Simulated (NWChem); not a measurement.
# HF/6-31++G(d,p) (spherical functions) run of AlH5S (Al(H2S)H3)

We compute a structure relaxation of AlH5S (Al(H2S)H3). 

Program for the calculation: NWChem 7.3.0.

1 further run of the same task is left out (set aside as unsound or not needed).

### Step 1. Starting point

AlH5S: 7 atoms, total charge 0, spin state singlet. As SMILES, `[H][Al]([H])([H])<-[SH2]`. The S2–H4 distance was set to 1.665 Å, away from the relaxed value. The run starts from this shape.

Bond lengths: Al1–S2 2.471 Å, S2–H3 1.332 Å, Al1–H5 1.563 Å, Al1–H6 1.577 Å, Al1–H7 1.563 Å. Angles: Al1–S2–H3 90.6°, S2–Al1–H5 96.0°, S2–Al1–H6 92.1°, S2–Al1–H7 95.6°, H5–Al1–H6 118.7°, H5–Al1–H7 120.8°, H6–Al1–H7 118.6°.

### Step 2. A structure relaxation at HF/6-31++G(d,p) (spherical functions)

mol.nw

```
start mol
memory stack 880 mb heap 220 mb global 1100 mb

geometry
  zmatrix
    Al
    S 1 r2
    H 2 r3 1 a3
    H 2 r4 3 a4 1 d4
    H 1 r5 2 a5 3 d5
    H 1 r6 5 a6 2 d6
    H 1 r7 5 a7 6 d7
  variables
    r2 2.47078
    r3 1.332124
    a3 90.60356
    r4 1.664927
    a4 92.62774
    d4 -90.1253
    r5 1.562802
    a5 96.00934
    d5 73.08782
    r6 1.577234
    a6 118.65733
    d6 95.73161
    r7 1.562575
    a7 120.81947
    d7 164.03134
  end
end

basis spherical
  * library 6-31++G**
end

scf
  direct
  print low
end

driver
  maxiter 30
end

freq
  temp 1 600
end

task scf optimize
task scf frequencies
```

Launch:

```
$ nwchem mol.nw > mol.out
```

The log of the run:

```text
[...]
  functions       =    74
[...]
  wavefunction    = RHF
[...]
         Total SCF energy =   -642.264781243353
[...]
@    0    -642.26478124  0.0D+00  0.08963  0.02393  0.00000  0.00000      6.2
[...]
         Total SCF energy =   -642.292075062194
[...]
@    1    -642.21761077  4.7D-02  0.39558  0.10225  0.44125  0.91408     16.1
[...]
@   14    -642.30776236 -3.8D-08  0.00002  0.00001  0.00160  0.00384    100.5
[...]
         Total SCF energy =   -642.307762403204
[...]
@   15    -642.30776240 -4.5D-08  0.00001  0.00001  0.00174  0.00403    104.5
[...]
         Total SCF energy =   -642.307762426362
[...]
         Total SCF energy =   -642.307762426362
[...]
                         RHF ENERGY GRADIENTS
    atom               coordinates                        gradient
                 x          y          z           x          y          z
   1 Al     -0.013370  -2.684549  -0.037460    0.000002   0.000005   0.000002
   2 S       0.153460   2.342404  -0.017176   -0.000005   0.000000  -0.000005
   3 H      -0.537753   2.853552   2.339339    0.000001  -0.000002   0.000002
   4 H       2.596386   2.757786   0.372483    0.000004   0.000001   0.000003
   5 H      -3.008113  -2.868162   0.085517    0.000003  -0.000002  -0.000001
   6 H       1.556848  -3.142314   2.485753   -0.000003  -0.000001  -0.000006
   7 H       1.387542  -3.003043  -2.674347   -0.000003  -0.000001   0.000005
[...]
@   16    -642.30776243 -2.3D-08  0.00001  0.00000  0.00066  0.00143    108.6
[...]
      Optimization converged
[...]
@   16    -642.30776243 -2.3D-08  0.00001  0.00000  0.00066  0.00143    108.6
[...]
         Total SCF energy =   -642.307763626501
      One-electron energy =  -1050.458653115106
      Two-electron energy =    327.207739874728
 Nuclear repulsion energy =     80.943149613877
        Time for solution =      2.0s
[...]
 Zero-Point correction to Energy  =   25.183 kcal/mol  (  0.040131 au)
 Thermal correction to Energy     =   34.910 kcal/mol  (  0.055633 au)
 Thermal correction to Enthalpy   =   36.102 kcal/mol  (  0.057532 au)
 Total Entropy                    =   87.406 cal/mol-K
   - Translational                =   41.843 cal/mol-K (mol. weight =  63.9927)
   - Rotational                   =   25.577 cal/mol-K (symmetry #  =        1)
   - Vibrational                  =   19.986 cal/mol-K
 Cv (constant volume heat capacity) =   23.697 cal/mol-K
   - Translational                  =    2.979 cal/mol-K
   - Rotational                     =    2.979 cal/mol-K
   - Vibrational                    =   17.738 cal/mol-K
[...]
```

Wall time 2.2 min (1 thread of Intel Xeon 6975P-C (Granite Rapids), shared host); peak memory 0.13 GiB.

The path in brief:

```tsv
step	energy from the first frame kept (eV)
0	0.0000
1	1.2836
2	-0.8209
3	-1.1092
4	-1.1442
5	-1.1565
6	-1.1649
7	-1.1687
8	-1.1692
9	-1.1695
10	-1.1695
11	-1.1696
12	-1.1696
13	-1.1696
14	-1.1696
15	-1.1696
16	-1.1696
```

After the run. Bond lengths: Al1–S2 2.662 Å, S2–H3 1.327 Å, S2–H4 1.327 Å, Al1–H5 1.589 Å, Al1–H6 1.591 Å, Al1–H7 1.589 Å. Angles: Al1–S2–H3 101.4°, Al1–S2–H4 101.4°, S2–Al1–H5 95.4°, S2–Al1–H6 97.6°, S2–Al1–H7 95.4°, H3–S2–H4 95.1°, H5–Al1–H6 118.5°, H5–Al1–H7 119.7°, H6–Al1–H7 118.5°.

### Step 3. What came out

Level: HF/6-31++G** (spherical functions).

| quantity | value |
| --- | --- |
| total energy at the end | -642.30776 Eh |
| lowest harmonic wavenumber | 102 cm⁻¹ |
| highest harmonic wavenumber | 2913 cm⁻¹ |
| zero-point energy | 105.4 kJ/mol |
| ideal-gas entropy at 600 K (symmetry number 1 as used) | 87.4 cal/(mol K) |

At the final geometry: Bond lengths: Al1–S2 2.662 Å, S2–H3 1.327 Å, S2–H4 1.327 Å, Al1–H5 1.589 Å, Al1–H6 1.591 Å, Al1–H7 1.589 Å. Angles: Al1–S2–H3 101.4°, Al1–S2–H4 101.4°, S2–Al1–H5 95.4°, S2–Al1–H6 97.6°, S2–Al1–H7 95.4°, H3–S2–H4 95.1°, H5–Al1–H6 118.5°, H5–Al1–H7 119.7°, H6–Al1–H7 118.5°. All 15 modes are real, so the shape is a minimum at this level. The optimisation took 17 steps and changed the energy by -1.170 eV.
